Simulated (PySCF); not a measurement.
Start geometry of `C=C=C(C)CF` from GFN2-xTB (Å):
```
atom  x, y, z in Å
C1     2.397   -0.322   -0.281
C2     1.094   -0.151   -0.144
C3    -0.206    0.004   -0.021
C4    -1.130   -1.132   -0.065
C5    -0.787    1.362    0.214
F6    -1.380    1.434    1.468
H7     3.032   -0.488    0.557
H8     2.867   -0.235   -1.257
H9    -1.763   -1.134    0.869
H10   -1.840   -1.015   -0.899
H11   -0.654   -2.087   -0.146
H12   -0.018    2.156    0.204
H13   -1.607    1.591   -0.510
```

**Question.** What comes out of this run: PySCF, PBE0-D3(BJ)/def2-SVP geometry optimisation, gas phase?

**Answer.** 
```
atom  x, y, z in Å
C1     2.4048   -0.1320   -0.2985
C2     1.1086   -0.0709   -0.1380
C3    -0.1953   -0.0087    0.0092
C4    -1.0921   -1.2129   -0.0461
C5    -0.8637    1.3167    0.2432
F6    -1.6251    1.2734    1.3898
H7     3.0760   -0.2952    0.5523
H8     2.8623   -0.0231   -1.2882
H9    -1.6776   -1.2817    0.8836
H10   -1.8108   -1.1224   -0.8779
H11   -0.5200   -2.1403   -0.1764
H12   -0.1211    2.1244    0.3332
H13   -1.5431    1.5497   -0.5978
```

The energy falls by 0.113 eV over 6 energy and gradient evaluations, the largest force component goes from 0.0379 to 4.2e-04 Eh/bohr, and the atoms move by 0.088 Å rms after alignment. The bond that changes most is C3–C4 (outer carbon of cumulated double bonds to methyl carbon), which lengthens by 0.038 Å. Bonds longer at the end by more than 0.005 Å: 5 of 12; shorter: 4. Among the angles that change most is F6–C5–H12, from 105.6° to 109.1°. Among the dihedrals that turn most is C2–C3–C5–H13, from 129° to 117°. Rotational constants go from 5826, 2269, 1798 to 6050, 2227, 1772 MHz. The orientation of the end geometry is arbitrary; only internal coordinates are fixed.

The run used 119 basis functions and 41 SCF cycles in all. The run took 33 s of wall time on an Arm Neoverse V1 with one thread (shared host), and the process peaked at 0.51 GiB of memory.

Not checked by PBE0-D3(BJ)/def2-SVP frequencies. The numbers are those of one conformer.
